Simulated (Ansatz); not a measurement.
Reaction (SMILES): N#P (N-P) + 3 [H][H] (H2) → N (NH3) + P (PH3)
B3LYP-D3(BJ)/def2-TZVP geometries, fixed; electronic energies without zero-point terms.
Largest species:
```xyz
4

N      0.0022    -0.0038     0.1116
H     -0.0020     0.9512    -0.2281
H      0.8095    -0.4644    -0.2929
H     -0.8232    -0.4600    -0.2599
```
Charge 0, spin multiplicity 1.

The energy of full hydrogenation at MP2 with Ansatz (an electronic-structure program), in kcal/mol, split into its Hartree-Fock and correlation parts. Cores are frozen. A restricted Hartree-Fock determinant is unstable towards unrestricted orbitals. No added dispersion term, no relativity. Functions are those of the species that has most.

```json
[
 {"basis": "cc-pV(D+d)Z", "X": "2", "functions": "38", "Hartree-Fock": "-83.64", "MP2": "-54.60"},
 {"basis": "cc-pV(T+d)Z", "X": "3", "functions": "81", "Hartree-Fock": "-80.90", "MP2": "-57.58"},
 {"basis": "cc-pV(Q+d)Z", "X": "4", "functions": "154", "Hartree-Fock": "-80.95", "MP2": "-58.76"}
]
```

Worked estimate of the basis-set limit from each neighbouring pair, with Hartree-Fock from the larger set and the correlation part extrapolated as X^-3.
Correlation parts: X = 2: 29.04, X = 3: 23.32, X = 4: 22.19.
- (2,3): (27·(23.32) - 8·(29.04))/19 = 20.91; with Hartree-Fock -80.90 the estimate is -59.99 kcal/mol.
- (3,4): (64·(22.19) - 27·(23.32))/37 = 21.37; with Hartree-Fock -80.95 the estimate is -59.58 kcal/mol.
The last two estimates differ by 0.40 kcal/mol; the largest set lies 0.82 from the last. Over the last step Hartree-Fock moves by -0.05 and the correlation part by -1.13.
